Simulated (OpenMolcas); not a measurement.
**C2HF (fluoroacetylene): B98/6-31G**

What is the vertical singlet–triplet gap of C2HF (fluoroacetylene) at B98/6-31G? 

The results are computed with OpenMolcas 26.06.

### Step 1. Starting point

C2HF has 4 atoms, charge 0, and is taken as a singlet. As SMILES, `C#CF`. Geometry: relaxed at PBE0-D4/def2-TZVP.

Bond lengths: C1–C2 1.192 Å, C2–F3 1.270 Å, C1–H4 1.063 Å. Angles: C1–C2–F3 180.0°, C2–C1–H4 180.0°.

### Step 2. A single-point energy at B98/6-31G

mol.xyz reads:

```xyz
4

C     -0.361030     0.453110    -0.290220
C      0.303270    -0.380840     0.243810
F      1.010600    -1.269010     0.812300
H     -0.952830     1.196740    -0.765890
```

job.input reads:

```
>>> EXPORT MOLCAS_PRINT=2

&GATEWAY
  BasLib = $CurrDir
  Coord = mol.xyz
  Basis = 6-31G
  Group = NoSym

&SEWARD
  GridInput
  Grid=UltraFine
  End of Grid

&SCF
  KSDFT = HYB_GGA_XC_SB98_2C
  PrOrbitals = 1 1
```

The basis set 6-31G is read from a file made from the Basis Set Exchange's data (not shown).

Launch:

```
$ export MOLCAS_MEM=1860
$ pymolcas job.input > job.log
```

The log of the run:

```text
--- Start Module: gateway ---
[...]
--- Stop Module: gateway /rc=_RC_ALL_IS_WELL_ ---
--- Start Module: seward ---
[...]
      Basis functions           29
--- Stop Module: seward /rc=_RC_ALL_IS_WELL_ ---
--- Start Module: scf ---
[...]
       Convergence after  12 Iterations
[...]
::    Total KS-DFT energy                            -176.4267077147
[...]
      Total spin, S                                     0.0000000000
[...]
      Total electronic charge=   22.000000
      Total            charge=   -0.000000
[...]
      Dipole Moment (debye):
      Origin of the operator (angstrom)=    0.3987   -0.5007    0.3205
                   X= -5.0067E-01               Y=  6.2936E-01               Z= -4.0238E-01           Total=  8.9926E-01
      Quadrupole Moment (debye*angstrom):
[...]
--- Stop Module: scf /rc=_RC_ALL_IS_WELL_ ---
[...]
```

Run time: 4.8 s. Hardware: 1 thread of Arm Neoverse V1, shared host; peak memory 0.37 GiB.

### Step 3. The triplet at the same level

mol.xyz is that of step 2.

job.inp reads:

```
&GATEWAY
BasLib
$CurrDir
Coord
mol.xyz
Basis
6-31G
Group
NoSym
&SEWARD
GridInput
Grid=UltraFine
End of Grid
&SCF
UHF
Spin
3
KSDFT
HYB_GGA_XC_SB98_2C
PrOrbitals
1 1
```

The basis set 6-31G is read from a file made from the Basis Set Exchange's data (not shown).

Launch:

```
$ export MOLCAS_MEM=1860
$ pymolcas job.inp > job.log
```

The log of the run:

```text
--- Start Module: gateway ---
[...]
--- Stop Module: gateway /rc=_RC_ALL_IS_WELL_ ---
--- Start Module: seward ---
[...]
      Basis functions           29
--- Stop Module: seward /rc=_RC_ALL_IS_WELL_ ---
--- Start Module: scf ---
[...]
       Convergence after  20 Iterations
[...]
::    Total KS-DFT energy                            -176.1862936536
[...]
      Total spin, S                                     1.0016601333
[...]
      Total electronic charge=   22.000000
      Total            charge=   -0.000000
[...]
      Dipole Moment (debye):
      Origin of the operator (angstrom)=    0.3987   -0.5007    0.3205
                   X= -3.9361E-01               Y=  4.9448E-01               Z= -3.1642E-01           Total=  7.0680E-01
      Quadrupole Moment (debye*angstrom):
[...]
--- Stop Module: scf /rc=_RC_ALL_IS_WELL_ ---
[...]
```

Wall time 9.6 s (1 thread of Arm Neoverse V1, shared host); peak memory 0.37 GiB.

### Step 4. Results

Level: B98/6-31G.

| quantity | value |
| --- | --- |
| singlet: total energy | -176.42671 Eh |
| singlet: dipole moment | 0.90 D |
| singlet: HOMO energy | -7.94 eV |
| singlet: LUMO energy | 1.99 eV |
| singlet: HOMO–LUMO gap | 9.93 eV |
| triplet: total energy | -176.18629 Eh |
| triplet: dipole moment | 0.71 D |
| triplet: HOMO energy (highest over α and β) | -1.52 eV |
| triplet: ⟨S²⟩ | 2.005 |
| vertical energy of the triplet above the singlet | 6.542 eV |

What this shows: At this shape the triplet lies 6.54 eV (151 kcal/mol) above the singlet. Mulliken charges (singlet) run from -0.25 on F3 to +0.24 on H4.
